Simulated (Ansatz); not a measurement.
Basis-set extrapolation for C3H5F3 (`FCC(F)CF`) (PBE0-D4/def2-TZVP geometry, frozen core, the Gaussian-basis code of Ansatz). Multiplicity 1, RHF reference.

```json
{"": "HF", "def2-TZVPP": "-414.995201", "def2-QZVPP": "-415.013465"}
{"": "MP2 correlation", "def2-TZVPP": "-1.249193", "def2-QZVPP": "-1.355278"}
{"": "CCSD(T) correlation", "def2-TZVPP": "-1.321576", "def2-QZVPP": "not run"}
```

Energies in hartree. Use E(X) = E(∞) + A·exp(−7.88·√X) for Hartree–Fock and E(X) = E(∞) + B·X^(−2.97) for correlation, with X = 3 and 4, and add CCSD(T) minus MP2 of the smaller set to the MP2 limit.

Problem. What is the CCSD(T) energy at the basis-set limit?

Solution. HF limit: -415.013465 + (-0.018264) × 0.13774 = -415.01598. MP2 limit: -1.355278 + (-0.106085) × 0.74074 = -1.43386. Higher-order term: -1.321576 − (-1.249193) = -0.07238. Total: -416.52222 hartree, 539.4 kJ/mol below CCSD(T)/def2-TZVPP.
